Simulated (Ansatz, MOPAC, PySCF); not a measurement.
System: CHO₂, charge 1, multiplicity 1. SMILES: O=C=[OH+]
Geometry from a B3LYP-D3(BJ)/def2-TZVP (Ansatz, an electronic-structure program) optimisation:
```xyz
4

C     -0.0077     0.0047    -0.1102
O      0.0672    -0.0407     1.1055
O      0.0159    -0.0120    -1.2317
H     -0.6186     0.3938     1.6710
```
Charge +1, spin multiplicity 1.

Unscaled harmonic wavenumbers (cm⁻¹) in rising order, each level at the stationary point that it reaches from this structure (no distance between atoms moves by over 0.3 Å); the order of modes can differ between levels, and a negative number is imaginary. B3LYP-D3(BJ)/def2-TZVP (PySCF, at the structure above): 549, 600, 1007, 1275, 2473, 3501.

PM3 (MOPAC): 483, 503, 1190, 1228, 2372, 3692. Zero-point energy 13.5 against 13.4 kcal/mol; where all levels lie over 400 cm⁻¹, the wavenumbers are on average 0.980 times those of B3LYP-D3(BJ)/def2-TZVP.

PM7 (MOPAC): 457, 480, 1090, 1216, 2249, 2517. Zero-point energy 11.4 against 13.4 kcal/mol; where all levels lie over 400 cm⁻¹, the wavenumbers are on average 0.883 times those of B3LYP-D3(BJ)/def2-TZVP.

HF/3-21G (Ansatz): 572, 613, 847, 1342, 2605, 3563. Zero-point energy 13.6 against 13.4 kcal/mol; where all levels lie over 400 cm⁻¹, the wavenumbers are on average 1.005 times those of B3LYP-D3(BJ)/def2-TZVP.

B3LYP/6-31G* (Ansatz): 530, 576, 1003, 1274, 2479, 3472. Zero-point energy 13.3 against 13.4 kcal/mol; where all levels lie over 400 cm⁻¹, the wavenumbers are on average 0.986 times those of B3LYP-D3(BJ)/def2-TZVP.
